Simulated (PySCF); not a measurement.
Al2H, quartet: bend scan

Starting geometry (PBE0/def2-TZVP stationary point for this spin, not checked as a minimum):

```tsv
atom	x (Å)	y (Å)	z (Å)
Al	0.0000	0.0000	0.2591
Al	0.0000	0.0000	-2.1014
H	0.0000	0.0000	1.8423
```

From there the angle named below is changed in its plane at fixed bond lengths, both arms turning rigidly about the middle atom; atoms are numbered as listed. Energies are in kcal/mol, counted from the starting geometry at the same level.

Basis 6-31G; PySCF 2.14.0. Only valence electrons are correlated (noble-gas cores frozen). Prefix R: restricted or restricted open-shell reference; prefix U: unrestricted.

Full CI is exact within this basis and frozen core; it isn't the basis-set limit. The frozen core follows each run's orbitals, which can shift R against U totals by a few meV.

```csv
angle Al2-Al1-H3 (°),UHF
67.5,17.6
85.6,12.9
102.2,8.8
118.8,5.6
136.4,3.2
160.0,0.9
180.0,0.0
```

**Question.** Estimate the full CI curve in 6-31G from this one, knowing how UHF errs.

**Answer.** The computed full CI values, in kcal/mol from the starting point, and the error of UHF against them:
```
angle Al2-Al1-H3 (°)  full CI  UHF less full CI
                67.5     18.5              -0.9
                85.6     14.7              -1.8
               102.2     11.0              -2.2
               118.8      7.1              -1.5
               136.4      3.6              -0.4
               160.0      0.7               0.2
               180.0      0.0               0.0
```

The error spans 2.4 kcal/mol and is largest, -2.2 kcal/mol, at 102.2 °.
